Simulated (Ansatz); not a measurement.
A run of Ansatz (development build ahead of 0.2.0) on singlet SiH2 at this shape:

```
atom    x (Å)    y (Å)    z (Å)
  Si   0.0075  -0.0049  -0.1386
   H  -0.0057   1.1043   0.9403
   H  -0.0040  -1.0887   0.9444
```

Its results:

```
Converged                       : yes
Reference energy                : -286.66102 hartree
Correlation energy              : -0.03455 hartree
Total energy                    : -286.69557 hartree
Spin squared of the determinant : 0.000
```

Question: Which input gives this output? Name the method, the orbitals and the basis set, and write the input.

Answer: RHF-MP2 in STO-3G. An unrestricted run that stays on the closed shell gives the same numbers.

```yaml
crystal:
  periodic: [false, false, false]
  atoms:
    - { symbol: Si, position_ang: [0.00752, -0.00489, -0.13858] }
    - { symbol: H, position_ang: [-0.00573, 1.10435, 0.94027] }
    - { symbol: H, position_ang: [-0.00396, -1.08873, 0.94439] }
basis:
  gaussian: { orbitals: STO-3G }
hamiltonian:
  xc: hf
correlation:
  method: mp2
  frozen_orbitals: { H: 0, Si: 5 }
```
